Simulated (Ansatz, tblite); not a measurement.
**SnCl2: removing and adding an electron**

Aim: the energy of removing and adding an electron for SnCl2, by energy differences, and how well orbital energies stand in for it.

The runs use Ansatz 0.2.0, Gaussian basis; as each input shows.

Plan: charge +1 doublet, at the geometry of the singlet (PBE0-D4/def2-TZVP, PBE-D4/def2-TZVP, r2SCAN-D4/def2-TZVP, CCSD(T)/def2-TZVPP); charge -1 doublet, at the geometry of the singlet (PBE0-D4/def2-TZVPD, PBE-D4/def2-TZVPD, r2SCAN-D4/def2-TZVPD, CCSD(T)/def2-TZVPD); the starting singlet's energies come from earlier runs.

**1. The structure**

The singlet was relaxed beforehand with PBE-D4/def2-TZVP.

3 atoms, charge 0, spin multiplicity 1.

Atoms are counted from 1 here; the program's logs count them from 0.

Bond lengths: Sn1–Cl2 2.389 Å, Sn1–Cl3 2.389 Å. Angles: Cl2–Sn1–Cl3 99.1°.

Sn takes a core potential in the def2 sets. No spin-orbit coupling is included.

**2. Charge +1 doublet at the fixed geometry, PBE0-D4/def2-TZVP**

Contents of in.yaml:

```yaml
crystal:
  periodic: [false, false, false]
  atoms:
    - {symbol: Sn, position_ang: [0.005081, -0.007227, -1.033125]}
    - {symbol: Cl, position_ang: [1.815027, -0.019018, 0.525670]}
    - {symbol: Cl, position_ang: [-1.820108, 0.026245, 0.507455]}
basis:
  gaussian: {orbitals: def2-TZVP}
total_charge: 1
magnetization: {spin_polarized: true, initial_magnetization: 1}
hamiltonian: {xc: pbe0, dispersion: d4}
output: {orbitals: {seedname: orbitals}}
```

The run is started by

```console
$ ansatz run in.yaml --threads 4 --pin off --events-out ev --progress --plain --max-ram 3916MiB
```

Standard output:

```text
Functional definition: PBE0
  name "PBE0"
  cite "Adamo & Barone, J. Chem. Phys. 110, 6158 (1999) doi:10.1063/1.478522"
  cite "Perdew, Burke & Ernzerhof, Phys. Rev. Lett. 77, 3865 (1996) doi:10.1103/PhysRevLett.77.3865"
  parent pbe
  parameter a = 0.25
  parameter kappa = 0.804
  parameter beta = 0.06672455060314922
  exchange = (1 - a)*pbe_x(kappa = kappa, mu = beta*pi^2/3) + a*exact_x
  correlation = pbe_c(beta = beta)
997 factors; their error is unknown
mean field evaluation 1: about -30855.9758 eV, gradient 3.3e1 eV
mean field evaluation 2: about -30823.0150 eV, gradient 8.2e1 eV
mean field evaluation 4: about -30862.2333 eV, gradient 4.7e0 eV
mean field evaluation 8: about -30862.3657 eV, gradient 1.0e-1 eV
mean field evaluation 16: about -30862.5233 eV, gradient 1.5e-3 eV
mean field evaluation 32: about -30861.5726 eV, gradient 5.8e0 eV
mean field -30862.52332235 eV, -1134.1768127269 hartree, gradient 2.0e-5 eV, S^2 0.761105; 5 other end points of the search recorded, 0 dependent functions left out
reference -30862.52334817 eV, -1134.1768136756 hartree; 28, 27 occupied and 96, 97 virtual orbitals, 997 factors
Total energy: -30862.60475853 eV, -1134.1798054512 hartree
```

Wall time 5.5 s (4 threads of Arm Neoverse N1, shared host).

HOMO -14.56 eV, LUMO -12.18 eV (over both spins); ⟨S²⟩ 0.761 (pure: 0.75).

**3. Charge +1 doublet at the fixed geometry, PBE-D4/def2-TZVP**

start.molden holds the orbitals of an earlier run on this state, given as this run's starting guess.

Edit in.yaml of step 2 so:

```diff
@@ -7,6 +7,7 @@
 basis:
-  gaussian: {orbitals: def2-TZVP}
+  gaussian: {orbitals: def2-TZVP, initial_orbitals: start.molden}
 total_charge: 1
 magnetization: {spin_polarized: true, initial_magnetization: 1}
-hamiltonian: {xc: pbe0, dispersion: d4}
+hamiltonian: {xc: pbe, dispersion: d4}
+scf: {omitted_lower_state_checks: [starts]}
 output: {orbitals: {seedname: orbitals}}
```

Launched as before.

Standard output:

```text
Functional definition: PBE
  name "PBE"
  cite "Perdew, Burke & Ernzerhof, Phys. Rev. Lett. 77, 3865 (1996) doi:10.1103/PhysRevLett.77.3865"
  parent pbe
  parameter kappa = 0.804
  parameter beta = 0.06672455060314922
  exchange = pbe_x(kappa = kappa, mu = beta*pi^2/3)
  correlation = pbe_c(beta = beta)
these checks for a lower state are left out or cut short: starts
900 factors; their error is unknown
mean field evaluation 1: about -30860.5655 eV, gradient 8.4e0 eV
mean field evaluation 2: about -30860.6712 eV, gradient 2.1e-1 eV
mean field evaluation 4: about -30860.6702 eV, gradient 5.2e-2 eV
mean field evaluation 8: about -30860.6702 eV, gradient 1.4e-5 eV
mean field -30860.67021146 eV, -1134.1087121575 hartree, gradient 1.4e-5 eV, S^2 0.753174; 0 other end points of the search recorded, 0 dependent functions left out
reference -30860.67024675 eV, -1134.1087134544 hartree; 28, 27 occupied and 96, 97 virtual orbitals, 900 factors
Total energy: -30860.76559856 eV, -1134.1122175688 hartree
Checks for a lower state left out: starts
```

Run time: 2.3 s. Hardware: 4 threads of Arm Neoverse N1, shared host.

HOMO -13.28 eV, LUMO -12.87 eV (over both spins); ⟨S²⟩ 0.753 (pure: 0.75).

**4. Charge +1 doublet at the fixed geometry, r2SCAN-D4/def2-TZVP**

Edit in.yaml of step 3 so:

```diff
@@ -10,3 +10,3 @@
 magnetization: {spin_polarized: true, initial_magnetization: 1}
-hamiltonian: {xc: pbe, dispersion: d4}
+hamiltonian: {xc: r2scan, dispersion: d4}
 scf: {omitted_lower_state_checks: [starts]}
```

The command is unchanged.

Standard output:

```text
Functional definition: r2SCAN
  name "r2SCAN"
  cite "Furness, Kaplan, Ning, Perdew & Sun, J. Phys. Chem. Lett. 11, 8208 (2020) doi:10.1021/acs.jpclett.0c02405"
  cite "Furness, Kaplan, Ning, Perdew & Sun, J. Phys. Chem. Lett. 11, 9248 (2020) doi:10.1021/acs.jpclett.0c03077"
  parent r2scan
  parameter k0 = 0.174
  parameter k1 = 0.065
  parameter a1 = 4.9479
  exchange = r2scan_x(k0 = k0, k1 = k1, a1 = a1)
  correlation = r2scan_c
these checks for a lower state are left out or cut short: starts
900 factors; their error is unknown
mean field evaluation 1: about -30871.1693 eV, gradient 6.4e0 eV
mean field evaluation 2: about -30871.2075 eV, gradient 8.6e-2 eV
mean field evaluation 4: about -30871.2045 eV, gradient 2.5e-3 eV
mean field evaluation 8: about -30871.2045 eV, gradient 3.0e-5 eV
mean field -30871.20451662 eV, -1134.4958407318 hartree, gradient 3.0e-5 eV, S^2 0.759090; 0 other end points of the search recorded, 0 dependent functions left out
reference -30871.20452744 eV, -1134.4958411294 hartree; 28, 27 occupied and 96, 97 virtual orbitals, 900 factors
Total energy: -30871.22337789 eV, -1134.4965338709 hartree
Checks for a lower state left out: starts
```

It took 6 s on 4 threads of Arm Neoverse N1, shared host.

Report: HOMO -13.58 eV, LUMO -12.83 eV (over both spins); ⟨S²⟩ 0.759 (pure: 0.75).

**5. Charge +1 doublet at the fixed geometry, CCSD(T)/def2-TZVPP**

Contents of in.yaml:

```yaml
crystal:
  periodic: [false, false, false]
  atoms:
    - {symbol: Sn, position_ang: [0.005081, -0.007227, -1.033125]}
    - {symbol: Cl, position_ang: [1.815027, -0.019018, 0.525670]}
    - {symbol: Cl, position_ang: [-1.820108, 0.026245, 0.507455]}
basis:
  gaussian: {orbitals: def2-TZVPP, initial_orbitals: start.molden}
total_charge: 1
magnetization: {spin_polarized: true, initial_magnetization: 1}
correlation: {method: ccsd_t}
scf: {omitted_lower_state_checks: [starts, cluster_reference]}
output: {orbitals: {seedname: orbitals}}
```

Same command.

Standard output (excerpt; [...] marks lines left out):

```text
Functional definition: HF
  name "HF"
  cite "Fock, Z. Phys. 61, 126 (1930) doi:10.1007/BF01340294"
  parent pbe
[...]
976 factors; integrals over basis functions are off by at most 1.0e-3 eV
[...]
mean field -30807.28016536 eV, -1132.1466641523 hartree, gradient 9.2e-6 eV, S^2 0.806006; 0 other end points of the search recorded, 0 dependent functions left out
14 core orbitals not correlated: weight in the atoms' cores, before any rotation towards them, 1.000 or more for the frozen orbitals, at most 0.000 for the correlated occupied ones
reference -30807.28016536 eV, -1132.1466641523 hartree; 14, 13 occupied and 106, 107 virtual orbitals, 976 factors
second order -17.49894584 eV of doubles, -0.00000000 eV of singles
cycle   1  -17.69634370 eV  change   -2.0e-1 eV  update   1.1e-1
[...]
cycle  13  -18.24895038 eV  change   -2.1e-5 eV  update   1.8e-5
perturbative correction -0.78087219 eV, -0.0286965238 hartree
Total energy: -30826.30998793 eV, -1132.8459972329 hartree
Checks for a lower state left out: starts, cluster_reference
```

It took 27 s on 4 threads of Arm Neoverse N1, shared host; peak memory 1.1 GiB.

Hartree-Fock HOMO -17.60 eV, LUMO -8.69 eV (over both spins); ⟨S²⟩ 0.806 (pure: 0.75); T1 0.023.

**6. Vertical ionisation energy**

Charged state less starting state, singlet to doublet; the starting state's energies are those of its earlier runs.

```tsv
method	vertical ionisation energy (eV)	from CCSD(T)/def2-TZVPP (eV)	time
HF/def2-TZVPP	9.51	-0.66	
PBE-D4/def2-TZVP	9.92	-0.25	3.5 s
r2SCAN-D4/def2-TZVP	10.09	-0.08	9.3 s
PBE0-D4/def2-TZVP	10.13	-0.04	7.7 s
MP2/def2-TZVPP	10.39	+0.22	
CCSD/def2-TZVPP	10.21	+0.04	
CCSD(T)/def2-TZVPP	10.17	0	34 s
```

Times add the two runs; a level without a time comes out of a correlated run.

Beside −ε(HOMO) of the starting state:

```tsv
level	−ε(HOMO) (eV)	by difference (eV)	mismatch (eV)
PBE-D4/def2-TZVP	6.99	9.92	-2.94
r2SCAN-D4/def2-TZVP	7.30	10.09	-2.79
PBE0-D4/def2-TZVP	8.07	10.13	-2.06
```

**7. Charge -1 doublet at the fixed geometry, PBE0-D4/def2-TZVPD**

Contents of in.yaml:

```yaml
crystal:
  periodic: [false, false, false]
  atoms:
    - {symbol: Sn, position_ang: [0.005081, -0.007227, -1.033125]}
    - {symbol: Cl, position_ang: [1.815027, -0.019018, 0.525670]}
    - {symbol: Cl, position_ang: [-1.820108, 0.026245, 0.507455]}
basis:
  gaussian: {orbitals: def2-TZVPD}
total_charge: -1
magnetization: {spin_polarized: true, initial_magnetization: 1}
hamiltonian: {xc: pbe0, dispersion: d4}
output: {orbitals: {seedname: orbitals}}
```

Same command.

Standard output:

```text
Functional definition: PBE0
  name "PBE0"
  cite "Adamo & Barone, J. Chem. Phys. 110, 6158 (1999) doi:10.1063/1.478522"
  cite "Perdew, Burke & Ernzerhof, Phys. Rev. Lett. 77, 3865 (1996) doi:10.1103/PhysRevLett.77.3865"
  parent pbe
  parameter a = 0.25
  parameter kappa = 0.804
  parameter beta = 0.06672455060314922
  exchange = (1 - a)*pbe_x(kappa = kappa, mu = beta*pi^2/3) + a*exact_x
  correlation = pbe_c(beta = beta)
1104 factors; their error is unknown
mean field evaluation 1: about -30873.5365 eV, gradient 1.1e1 eV
mean field evaluation 2: about -30873.4523 eV, gradient 1.2e1 eV
mean field evaluation 4: about -30874.0254 eV, gradient 3.9e-1 eV
mean field evaluation 8: about -30874.1607 eV, gradient 2.3e-2 eV
mean field -30874.16072995 eV, -1134.6044795679 hartree, gradient 8.1e-5 eV, S^2 0.754647; 0 other end points of the search recorded, 0 dependent functions left out
reference -30874.16076382 eV, -1134.6044808126 hartree; 29, 28 occupied and 119, 120 virtual orbitals, 1104 factors
Total energy: -30874.25635138 eV, -1134.6079935906 hartree
```

Run time: 4.1 s. Hardware: 4 threads of Arm Neoverse N1, shared host.

HOMO 0.34 eV, LUMO 2.94 eV (over both spins); ⟨S²⟩ 0.755 (pure: 0.75). Doubts: highest occupied level lies above zero.

**8. Charge -1 doublet at the fixed geometry, PBE-D4/def2-TZVPD**

Edit in.yaml of step 7 so:

```diff
@@ -7,6 +7,7 @@
 basis:
-  gaussian: {orbitals: def2-TZVPD}
+  gaussian: {orbitals: def2-TZVPD, initial_orbitals: start.molden}
 total_charge: -1
 magnetization: {spin_polarized: true, initial_magnetization: 1}
-hamiltonian: {xc: pbe0, dispersion: d4}
+hamiltonian: {xc: pbe, dispersion: d4}
+scf: {omitted_lower_state_checks: [starts]}
 output: {orbitals: {seedname: orbitals}}
```

The command is unchanged.

Standard output:

```text
Functional definition: PBE
  name "PBE"
  cite "Perdew, Burke & Ernzerhof, Phys. Rev. Lett. 77, 3865 (1996) doi:10.1103/PhysRevLett.77.3865"
  parent pbe
  parameter kappa = 0.804
  parameter beta = 0.06672455060314922
  exchange = pbe_x(kappa = kappa, mu = beta*pi^2/3)
  correlation = pbe_c(beta = beta)
these checks for a lower state are left out or cut short: starts
964 factors; their error is unknown
mean field evaluation 1: about -30871.8925 eV, gradient 8.4e0 eV
mean field evaluation 2: about -30871.9769 eV, gradient 1.4e-1 eV
mean field evaluation 4: about -30871.9692 eV, gradient 1.2e-3 eV
mean field evaluation 8: about -30871.9692 eV, gradient 1.2e-5 eV
mean field -30871.96915271 eV, -1134.5239405897 hartree, gradient 1.2e-5 eV, S^2 0.752620; 0 other end points of the search recorded, 0 dependent functions left out
reference -30871.96919488 eV, -1134.5239421395 hartree; 29, 28 occupied and 119, 120 virtual orbitals, 964 factors
Total energy: -30872.08116189 eV, -1134.5280568511 hartree
Checks for a lower state left out: starts
```

It took 2.9 s on 4 threads of Arm Neoverse N1, shared host.

From the report: HOMO 1.21 eV, LUMO 2.21 eV (over both spins); ⟨S²⟩ 0.753 (pure: 0.75). Doubts: highest occupied level lies above zero.

**9. Charge -1 doublet at the fixed geometry, r2SCAN-D4/def2-TZVPD**

Edit in.yaml of step 8 so:

```diff
@@ -10,3 +10,3 @@
 magnetization: {spin_polarized: true, initial_magnetization: 1}
-hamiltonian: {xc: pbe, dispersion: d4}
+hamiltonian: {xc: r2scan, dispersion: d4}
 scf: {omitted_lower_state_checks: [starts]}
```

Launched as before.

Standard output:

```text
Functional definition: r2SCAN
  name "r2SCAN"
  cite "Furness, Kaplan, Ning, Perdew & Sun, J. Phys. Chem. Lett. 11, 8208 (2020) doi:10.1021/acs.jpclett.0c02405"
  cite "Furness, Kaplan, Ning, Perdew & Sun, J. Phys. Chem. Lett. 11, 9248 (2020) doi:10.1021/acs.jpclett.0c03077"
  parent r2scan
  parameter k0 = 0.174
  parameter k1 = 0.065
  parameter a1 = 4.9479
  exchange = r2scan_x(k0 = k0, k1 = k1, a1 = a1)
  correlation = r2scan_c
these checks for a lower state are left out or cut short: starts
964 factors; their error is unknown
mean field evaluation 1: about -30882.8058 eV, gradient 6.4e0 eV
mean field evaluation 2: about -30882.8363 eV, gradient 5.7e-2 eV
mean field evaluation 4: about -30882.8262 eV, gradient 1.4e-4 eV
mean field evaluation 8: about -30882.8262 eV, gradient 8.5e-6 eV
mean field -30882.82619626 eV, -1134.9229295811 hartree, gradient 8.5e-6 eV, S^2 0.757209; 0 other end points of the search recorded, 0 dependent functions left out
reference -30882.82623257 eV, -1134.9229309154 hartree; 29, 28 occupied and 119, 120 virtual orbitals, 964 factors
Total energy: -30882.84835638 eV, -1134.9237439504 hartree
Checks for a lower state left out: starts
```

Wall time 7.5 s (4 threads of Arm Neoverse N1, shared host).

From the report: HOMO 0.96 eV, LUMO 2.60 eV (over both spins); ⟨S²⟩ 0.757 (pure: 0.75). Doubts: highest occupied level lies above zero.

**10. Charge -1 doublet at the fixed geometry, CCSD(T)/def2-TZVPD**

Edit in.yaml of step 9 so:

```diff
@@ -10,4 +10,4 @@
 magnetization: {spin_polarized: true, initial_magnetization: 1}
-hamiltonian: {xc: r2scan, dispersion: d4}
-scf: {omitted_lower_state_checks: [starts]}
+correlation: {method: ccsd_t}
+scf: {omitted_lower_state_checks: [starts, cluster_reference]}
 output: {orbitals: {seedname: orbitals}}
```

Same command.

Standard output (excerpt; [...] marks lines left out):

```text
Functional definition: HF
  name "HF"
  cite "Fock, Z. Phys. 61, 126 (1930) doi:10.1007/BF01340294"
  parent pbe
[...]
1051 factors; integrals over basis functions are off by at most 9.4e-4 eV
[...]
mean field -30817.98274128 eV, -1132.5399765631 hartree, gradient 4.2e-6 eV, S^2 0.773476; 0 other end points of the search recorded, 0 dependent functions left out
14 core orbitals not correlated: weight in the atoms' cores, before any rotation towards them, 1.000 or more for the frozen orbitals, at most 0.000 for the correlated occupied ones
reference -30817.98274128 eV, -1132.5399765631 hartree; 15, 14 occupied and 119, 120 virtual orbitals, 1051 factors
second order -18.53155022 eV of doubles, -0.00000000 eV of singles
cycle   1  -18.69891659 eV  change   -1.7e-1 eV  update   9.8e-2
[...]
cycle  10  -19.17926623 eV  change    2.1e-5 eV  update   1.7e-5
perturbative correction -0.74782565 eV, -0.0274820856 hartree
Total energy: -30837.90983315 eV, -1133.2722836823 hartree
Checks for a lower state left out: starts, cluster_reference
```

Wall time 39 s (4 threads of Arm Neoverse N1, shared host); peak memory 1.6 GiB.

From the report: Hartree-Fock HOMO -1.82 eV, LUMO 4.59 eV (over both spins); ⟨S²⟩ 0.773 (pure: 0.75); T1 0.015.

**11. Vertical electron affinity**

Starting state less charged state (positive: the electron is bound), singlet to doublet; the starting state's energies are those of its earlier runs.

Differences are taken before rounding.

```tsv
method	vertical electron affinity (eV)	from CCSD(T)/def2-TZVPD (eV)	time
HF/def2-TZVPD	1.16	-0.25	
PBE-D4/def2-TZVPD	1.34	-0.06	4.4 s
r2SCAN-D4/def2-TZVPD	1.50	+0.09	11 s
PBE0-D4/def2-TZVPD	1.48	+0.07	6.5 s
MP2/def2-TZVPD	1.37	-0.04	
CCSD/def2-TZVPD	1.42	+0.02	
CCSD(T)/def2-TZVPD	1.41	0	49 s
```

Times add the two runs; a level without a time comes out of a correlated run.

Beside −ε(LUMO) of the starting state:

```tsv
level	−ε(LUMO) (eV)	by difference (eV)	mismatch (eV)
PBE-D4/def2-TZVPD	3.89	1.34	+2.55
r2SCAN-D4/def2-TZVPD	3.83	1.50	+2.33
PBE0-D4/def2-TZVPD	3.23	1.48	+1.76
```

**12. Outcome**

| quantity | value |
| --- | --- |
| vertical ionisation energy, functionals in def2-TZVP | 9.92 (PBE-D4) to 10.13 eV (PBE0-D4) |
| vertical ionisation energy, CCSD(T)/def2-TZVPP | 10.17 eV |
| vertical electron affinity, functionals in def2-TZVPD | 1.34 (PBE-D4) to 1.50 eV (r2SCAN-D4) |
| vertical electron affinity, CCSD(T)/def2-TZVPD | 1.41 eV |

**Reading.** The vertical ionisation energy spans 9.92 to 10.13 eV over the functionals, beside 10.17 eV from CCSD(T)/def2-TZVPP. −ε(HOMO) misses the level's own difference by -2.06 eV at best (PBE0-D4) and -2.94 eV at worst (PBE-D4). CCSD(T)/def2-TZVPP isn't at the basis-set limit; small misses against it rank nothing. The vertical electron affinity spans 1.34 to 1.50 eV over the functionals, beside 1.41 eV from CCSD(T)/def2-TZVPD. The anion's highest level lies above zero where self-interaction lifts it, so diffuse functions weigh on these values. −ε(LUMO) misses the level's own difference by +1.76 eV at best (PBE0-D4) and +2.55 eV at worst (PBE-D4).
